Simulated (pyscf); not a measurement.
:N–F (SMILES [N]F) [triplet] + GeH₄ (SMILES [GeH4]) -> F–N•–GeH₃ (SMILES F[N][GeH3]) + H• (SMILES [H]), a substitution at Ge (triplet surface; Ge–H broken, Ge–N formed). Single points on ωB97X-D3(BJ)/def2-SVP structures (PySCF, gas phase). MP2 and CC: frozen core, UHF for open shells. ΔMP2 is the change of the MP2 total energy from the triple- to the quadruple-zeta basis. Energies in kJ/mol from the separated reactants.

Small-basis levels: PySCF, no dispersion term, spherical d functions. Open shells are spin-unrestricted. 

| level | barrier | reaction energy |
|---|---|---|
| HF/STO-3G | ___ | +281.7 |
| HF/6-31G*+LANL2DZ | 290.2 | +210.4 |
| SVWN5/6-31G*+LANL2DZ | 118.5 | +147.7 |
| BP86/6-31G*+LANL2DZ | ___ | +169.8 |
| M06-2X/6-31G*+LANL2DZ | 193.5 | +162.0 |
| B3LYP/6-311+G**+LANL2DZ | 194.3 | +172.9 |
| B3LYP/def2-SVP | 181.5 | +163.1 |
| CCSD(T)/def2-TZVPP + ΔMP2(QZVPP) | ___ | +159.2 |

Some entries are withheld; supply them.


- HF/STO-3G, barrier: 346.7
- BP86/6-31G*+LANL2DZ, barrier: 165.1
- CCSD(T)/def2-TZVPP + ΔMP2(QZVPP), barrier: 194.2

Against the last row the barrier runs from -75.7 (SVWN5/6-31G*+LANL2DZ) to +152.5 kJ/mol (HF/STO-3G). At SVWN5/6-31G*+LANL2DZ, BP86/6-31G*+LANL2DZ this geometry lies under one side, so the entry may be no barrier of that level: it is a single point on another level's saddle. CCSD(T)/def2-TZVPP + ΔMP2(QZVPP) has limits of its own. The same reactants have a lower exit, to •HN–F + GeH₃• (barrier +73.1 kJ/mol at ωB97M-D3(BJ), against +192.8 kJ/mol here). F–N•–GeH₃ + H• also meet on a surface of lower spin, which isn't treated here. F–N•–GeH₃ lies 401.1 kJ/mol over its isomer H₂N–GeH•–F (electronic energy, ωB97M-D3(BJ)). This is the saddle that the search found; another between the same sides may lie lower. The angle at the attacked Ge is 73° (front-side attack). The CCSD(T) − MP2 part came from Ansatz, without density fitting, on the same reference. The frozen core leaves the outer d or s,p core shells of the metals and heavy elements correlated in the MP2 and CC values, and def2-TZVPP describes them poorly, which can shift differences by a few kcal/mol. In the def2 sets elements up to Kr have no core potential.
